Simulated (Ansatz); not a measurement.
**BO+ (quintet): wave-function methods side by side, cc-pVTZ**

The task here is to estimate one member of a computed series from the others.

Method: cc-pVTZ, core rule «outside noble gas», up to 2 orbitals frozen; program: Ansatz 0.2.0, Gaussian basis.

Plan: UHF; CCSD(T) on ROHF; CCSD(T) on UHF; BCCD(T) on ROHF; CISD; CCSDT(Q) on ROHF; CCSDT(Q) on UHF.

16 further runs of the same task are left out: 2 for a known fault of the program, 4 that didn't finish, 10 set aside as unsound or not needed.

## What is computed

The geometry is a PBE0/def2-TZVP stationary point (not a proven minimum) of the parent state, kept for this charge and spin.

2 atoms, charge 1, spin multiplicity 5.

Atoms are counted from 1 here; the program's logs count them from 0.

Bond lengths: B1–O2 1.403 Å.

Set-up of the first run:

in.yaml reads:

```yaml
crystal:
  periodic: [false, false, false]
  atoms:
    - {symbol: B, position_ang: [0.000000, 0.000000, 0.000000]}
    - {symbol: O, position_ang: [0.000000, 0.000000, 1.403204]}
basis:
  gaussian: {orbitals: cc-pVTZ}
total_charge: 1
magnetization: {spin_polarized: true, initial_magnetization: 4}
hamiltonian: {xc: hf}
output: {orbitals: {seedname: orbitals}}
```

The run is started by

```sh
$ ansatz run in.yaml --threads 1 --pin off --events-out ev --progress --plain --max-ram 2393MiB
```

Among the steps run: UHF; CCSD(T) on ROHF; CCSD(T) on UHF; BCCD(T) on ROHF; CISD; CCSDT(Q) on ROHF; CCSDT(Q) on UHF.

One of the session's tables, all rows but one given; the rest of the session is left out.

| method | from UCCSDT(Q) (meV) |
| --- | --- |
| ROHF | +5167.4 |
| UHF | +4966.4 |
| RMP2 | +690.7 |
| UMP2 | +702.0 |
| CISD | +227.3 |
| RCCSD | +131.1 |
| UCCSD | +124.8 |
| RCCSD(T) | +20.5 |
| UCCSD(T) | +16.8 |
| BCCD(T) | +20.7 |
| RCCSDT | +6.2 |
| UCCSDT | ? |
| RCCSDT(Q) | +4.0 |
| UCCSDT(Q) | 0 |

Estimate the missing values for UCCSDT.

As computed: from UCCSDT(Q) (meV): +2.3. In the column «from UCCSDT(Q) (meV)» it lies between UCCSDT(Q) (0) and RCCSDT(Q) (+4.0).

Caveats from the session: Restricted and unrestricted rows rest on different reference determinants; where their highest levels disagree by more than a few hundredths of an eV, they describe different states and don't form one ladder.
